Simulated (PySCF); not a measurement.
Saddle point of AlH2ClO, singlet (AlH₂ClO ([OH][AlH][Cl]) → AlHO ([OH][Al]) + HCl; bonds formed: Cl2–H3; bonds broken: Al1–Cl2, Al1–H3), PBE0-D4/def2-TZVP structure:

```xyz
5
angstrom
Al 0.6715 0.3471 0.4325
Cl 0.2348 -1.5426 -1.2113
H 1.5077 -0.8854 -0.3904
O -0.7753 1.1433 0.7637
H -1.6388 0.9375 0.4055
```

Energies are electronic, without zero-point energy. Barriers and step energies count from the start structure reached by relaxing down the imaginary mode; all methods use the PBE0-D4 structures, on which another method's saddle can fall below an end. Computed with PySCF 2.14 with density fitting (its default auxiliary sets; JK sets also for MP2 and CCSD(T)) (basis: def2-TZVPP, with def2-QZVPP for the basis limit); correlated methods freeze the cores. B3LYP uses VWN-RPA correlation. Extrapolation: Hartree–Fock as exp(−7.88 √X), correlation as X^−2.97.

```json
{"method": "SPW92", "barrier (eV)": "?", "step energy (eV)": "2.094"}
{"method": "PBE-D4", "barrier (eV)": "2.634", "step energy (eV)": "2.057"}
{"method": "r2SCAN-D4", "barrier (eV)": "2.982", "step energy (eV)": "2.412"}
{"method": "PBE0-D4", "barrier (eV)": "?", "step energy (eV)": "2.205"}
{"method": "B3LYP-D4", "barrier (eV)": "?", "step energy (eV)": "2.135"}
{"method": "BHLYP-D4", "barrier (eV)": "3.349", "step energy (eV)": "2.297"}
{"method": "wB97M-V", "barrier (eV)": "3.152", "step energy (eV)": "2.185"}
{"method": "HF", "barrier (eV)": "3.904", "step energy (eV)": "2.410"}
{"method": "MP2", "barrier (eV)": "3.269", "step energy (eV)": "2.366"}
{"method": "CCSD", "barrier (eV)": "3.335", "step energy (eV)": "2.242"}
{"method": "CCSD(T)", "barrier (eV)": "3.194", "step energy (eV)": "2.234"}
```

Task: Fill in the withheld barriers. (Judge from chemistry; the value comes from the calculation.)

Result: By the calculation: SPW92 2.513; PBE0-D4 2.967; B3LYP-D4 2.972 eV. Each is the energy of the saddle less that of the start structure, by the same method.

For comparison, the barrier by CCSD(T) at an estimated basis limit (MP2 extrapolated from triple and quadruple zeta, plus CCSD(T) − MP2 in triple zeta) is 3.163 eV.

T1 diagnostic: at most 0.018. The restricted Hartree–Fock reference is unstable towards an unrestricted one at one or more of these structures.

Labels in which every atom is bracketed show which atoms are joined, not bond orders.

For scale, one of the runs: CCSD(T)/def2-TZVPP, 143 basis functions, launched by `OMP_NUM_THREADS=4 python run.py`. The run took 120 s on 4 CPU threads of an AMD EPYC (shared host), with 0.8 GiB of host memory at its peak.
